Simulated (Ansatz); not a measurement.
# C₈H₁₈: a ladder of functionals and wavefunction methods

How much do the methods differ for C₈H₁₈? The plan is to run it at one geometry with functionals of several rungs and with coupled cluster, and see how far each lands from CCSD(T) at the basis-set limit for the atomisation energy.

Method: functionals in def2-TZVPP, the program's frozen cores in correlated methods; program: Ansatz 0.2.0, Gaussian basis.

The runs, in order: LDA (SPW92), PBE-D4, revPBE-D4, BLYP-D4, r2SCAN-D4, B97M-V, PBE0-D4, B3LYP-D4, r2SCANh-D4, r2SCAN0-D4, HSE06-D4, BHLYP-D4, CAM-B3LYP-D4, LC-ωPBE, ωB97X-V, ωB97M-V, B2PLYP, PBE-QIDH; CCSD(T)/def2-SVP; CCSD(T)/def2-TZVPP; MP2/def2-QZVPP; extrapolation to the limit; RPA on PBE.

## (1) Structure used throughout

An earlier PBE0-D4 in a triple-zeta def2 set relaxation fixed the geometry.

SMILES `CC(C)CCC(C)C`, 26 atoms, charge 0, spin multiplicity 1.

Atoms are counted from 1 here; the program's logs count them from 0.

Bond lengths: C1–C2 1.522 Å, C1–H9 1.093 Å, C1–H10 1.095 Å, C1–H11 1.092 Å, C2–C3 1.522 Å, C2–C4 1.526 Å, C2–H12 1.099 Å, C3–H13 1.095 Å, C3–H14 1.093 Å, C3–H15 1.093 Å, C4–C5 1.520 Å, C4–H16 1.097 Å, C4–H17 1.097 Å, C5–C6 1.526 Å, C5–H18 1.097 Å, C5–H19 1.097 Å, C6–C7 1.522 Å, C6–C8 1.522 Å and more. Angles: C2–C1–H9 111.0°, C2–C1–H10 110.5°, C2–C1–H11 112.1°, H9–C1–H10 107.6°, H9–C1–H11 107.6°, H10–C1–H11 107.8°, C1–C2–C3 110.5°, C1–C2–C4 112.2°, C1–C2–H12 108.0°, C3–C2–C4 110.4°, C3–C2–H12 108.0°, C4–C2–H12 107.6°, C2–C3–H13 110.6°, C2–C3–H14 111.4°, C2–C3–H15 111.4°, H13–C3–H14 107.7°, H13–C3–H15 107.6°, H14–C3–H15 108.0° and more.

Geometry (Å):

```xyz
26
C8H18
C    -2.0774    1.1745    1.1242
C    -0.9651    1.7296    0.2454
C    -1.5292    2.7110   -0.7714
C    -0.1813    0.6249   -0.4585
C     0.5482   -0.3284    0.4745
C     1.5008   -1.2967   -0.2220
C     0.7731   -2.2284   -1.1812
C     2.2879   -2.0980    0.8045
H    -2.6415    1.9818    1.5983
H    -2.7809    0.5851    0.5264
H    -1.6921    0.5306    1.9172
H    -0.2630    2.2752    0.8908
H    -2.2375    2.2101   -1.4395
H    -0.7384    3.1434   -1.3900
H    -2.0605    3.5313   -0.2816
H     0.5517    1.0903   -1.1296
H    -0.8725    0.0682   -1.1032
H    -0.1735   -0.9134    1.0575
H     1.1203    0.2608    1.2025
H     2.2142   -0.6986   -0.8056
H     0.2665   -1.6826   -1.9796
H     0.0191   -2.8165   -0.6471
H     1.4689   -2.9295   -1.6494
H     3.0041   -2.7688    0.3228
H     1.6157   -2.7126    1.4123
H     2.8424   -1.4433    1.4820
```

## (2) LDA

This LDA is Slater exchange with PW92 correlation.

Contents of in.yaml:

```yaml
crystal:
  periodic: [false, false, false]
  atoms:
    - {symbol: C, position_ang: [-2.077360, 1.174509, 1.124232]}
    - {symbol: C, position_ang: [-0.965089, 1.729591, 0.245371]}
    - {symbol: C, position_ang: [-1.529241, 2.711048, -0.771377]}
    - {symbol: C, position_ang: [-0.181348, 0.624856, -0.458526]}
    - {symbol: C, position_ang: [0.548248, -0.328388, 0.474539]}
    - {symbol: C, position_ang: [1.500788, -1.296732, -0.221976]}
    - {symbol: C, position_ang: [0.773096, -2.228410, -1.181200]}
    - {symbol: C, position_ang: [2.287903, -2.098016, 0.804516]}
    - {symbol: H, position_ang: [-2.641541, 1.981843, 1.598295]}
    - {symbol: H, position_ang: [-2.780860, 0.585063, 0.526432]}
    - {symbol: H, position_ang: [-1.692144, 0.530558, 1.917245]}
    - {symbol: H, position_ang: [-0.263002, 2.275209, 0.890842]}
    - {symbol: H, position_ang: [-2.237454, 2.210109, -1.439522]}
    - {symbol: H, position_ang: [-0.738404, 3.143445, -1.390045]}
    - {symbol: H, position_ang: [-2.060461, 3.531315, -0.281613]}
    - {symbol: H, position_ang: [0.551699, 1.090336, -1.129614]}
    - {symbol: H, position_ang: [-0.872458, 0.068211, -1.103154]}
    - {symbol: H, position_ang: [-0.173473, -0.913414, 1.057544]}
    - {symbol: H, position_ang: [1.120323, 0.260779, 1.202549]}
    - {symbol: H, position_ang: [2.214151, -0.698634, -0.805630]}
    - {symbol: H, position_ang: [0.266536, -1.682598, -1.979580]}
    - {symbol: H, position_ang: [0.019085, -2.816535, -0.647070]}
    - {symbol: H, position_ang: [1.468852, -2.929493, -1.649419]}
    - {symbol: H, position_ang: [3.004085, -2.768820, 0.322843]}
    - {symbol: H, position_ang: [1.615707, -2.712573, 1.412298]}
    - {symbol: H, position_ang: [2.842383, -1.443278, 1.482021]}
basis:
  gaussian: {orbitals: def2-TZVPP}
hamiltonian: {xc: lda}
output: {orbitals: {seedname: orbitals}}
```

After this run come: PBE-D4 (GGA); revPBE-D4 (GGA); BLYP-D4 (GGA); r2SCAN-D4 (meta-GGA); B97M-V (meta-GGA); PBE0-D4 (hybrid); B3LYP-D4 (hybrid); r2SCANh-D4 (hybrid); r2SCAN0-D4 (hybrid); HSE06-D4 (hybrid); BHLYP-D4 (hybrid); CAM-B3LYP-D4 (range-separated); LC-ωPBE (range-separated); ωB97X-V (range-separated); ωB97M-V (range-separated); B2PLYP (double hybrid); PBE-QIDH (double hybrid); CCSD(T) in def2-SVP; CCSD(T) in def2-TZVPP; MP2 in def2-QZVPP; RPA on PBE orbitals.

**Question.** What will the summary of the whole plan be? Wanted: atomisation energy, CCSD(T)/CBS; farthest beyond LDA; mean size of error, GGA; mean size of error, meta-GGA; mean size of error, hybrid; mean size of error, range-separated; mean size of error, double hybrid; gap, smallest and largest; T1 diagnostic.

**Answer**, as computed:

```
                               quantity                                                                                                              value
        atomisation energy, CCSD(T)/CBS                                                                                                     10380.6 kJ/mol
 functionals within 51.9 kJ/mol (0.5 %)  revPBE-D4, r2SCAN-D4, B97M-V, B3LYP-D4, r2SCANh-D4, r2SCAN0-D4, CAM-B3LYP-D4, LC-ωPBE, ωB97X-V, ωB97M-V, PBE-QIDH
                    farthest beyond LDA                                                                                           BHLYP-D4 (-194.7 kJ/mol)
                mean size of error, GGA                                                                                                        90.3 kJ/mol
           mean size of error, meta-GGA                                                                                                        17.6 kJ/mol
             mean size of error, hybrid                                                                                                        68.5 kJ/mol
    mean size of error, range-separated                                                                                                        24.5 kJ/mol
      mean size of error, double hybrid                                                                                                        50.9 kJ/mol
              gap, smallest and largest                                                                              7.48 eV (BLYP-D4), 14.44 eV (LC-ωPBE)
                          T1 diagnostic                                                                                                             0.0085
triples share of the correlation energy                                                                                                              3.8 %
```

What this shows: The LDA atomisation energy is off by 1340.2 kJ/mol (13 %): it overbinds. PBE-D4 misses by +164.3 kJ/mol. Double hybrids carry the basis error of their MP2 part in triple zeta, and no dispersion term here, so their miss is partly the set-up's. The rungs meta-GGA, range-separated, double hybrid miss on average by less than the doubt on the reference (51.9 kJ/mol), so they tie. Misses under about 51.9 kJ/mol are within the doubt on the reference itself, which lacks core-valence correlation, relativity and higher excitations. Hartree-Fock recovers 76 % of the binding; the rest is correlation. CCSD(T) in def2-SVP is off by -351.4 kJ/mol, worse than the median functional, from the basis alone. The gap grows from 7.5 to 14.4 eV across the functionals, mostly with the share of exact exchange.
